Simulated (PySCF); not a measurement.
Molecule: `N#CC[C@@H]1CO1`, C4H5NO.

Molfile (atoms numbered from 1):
```
C4H5NO
     RDKit          3D

 11 11  0  0  0  0  0  0  0  0999 V2000
   -1.8724    1.7493    0.5233 N   0  0  0  0  0  0  0  0  0  0  0  0
   -1.4248    0.7707    0.0986 C   0  0  0  0  0  0  0  0  0  0  0  0
   -0.8439   -0.4637   -0.4115 C   0  0  0  0  0  0  0  0  0  0  0  0
    0.4246   -0.8510    0.3171 C   0  0  2  0  0  0  0  0  0  0  0  0
    1.7387   -0.4932   -0.2115 C   0  0  0  0  0  0  0  0  0  0  0  0
    1.2215   -1.8027   -0.3369 O   0  0  0  0  0  0  0  0  0  0  0  0
   -0.6311   -0.3523   -1.4865 H   0  0  0  0  0  0  0  0  0  0  0  0
   -1.5900   -1.2702   -0.3140 H   0  0  0  0  0  0  0  0  0  0  0  0
    0.3123   -0.9943    1.4010 H   0  0  0  0  0  0  0  0  0  0  0  0
    2.5882   -0.3784    0.4727 H   0  0  0  0  0  0  0  0  0  0  0  0
    1.8028    0.0856   -1.1422 H   0  0  0  0  0  0  0  0  0  0  0  0
  1  2  3  0
  2  3  1  0
  3  4  1  0
  4  5  1  0
  5  6  1  0
  6  4  1  0
  3  7  1  0
  3  8  1  0
  4  9  1  1
  5 10  1  0
  5 11  1  0
M  END
```

Geometry PBE0-D3(BJ)/def2-SVP throughout; GIAO in PySCF 2.14.0 with density-fitted response routines, gas phase, one conformer, non-relativistic; equivalent atoms averaged; functional PBE0.

For orientation, cc-pVTZ gives these shifts δ (against NH3, TMS, H2O at the same level): N1 298.8, C2 118.5, C4 47.1, C5 46.3, C3 23.0, O6 20.9, H8 2.87, H7 1.54, H10 2.63 ppm.

A run gave: N1 282.6, C2 110.5, C4 44.6, C5 44.4, C3 19.9, O6 19.4, H8 2.54, H7 1.23, H10 2.41 ppm (shifts δ (against NH3, TMS, H2O at the same level)).

Which basis set was used in that run?
A. STO-3G
B. def2-TZVP
C. def2-SVP
D. pcSseg-0

Answers

C. C2 tells them apart best: def2-SVP gives 110.5, pcSseg-0 gives 131.9, def2-TZVP gives 120.1, STO-3G gives 91.5 ppm.
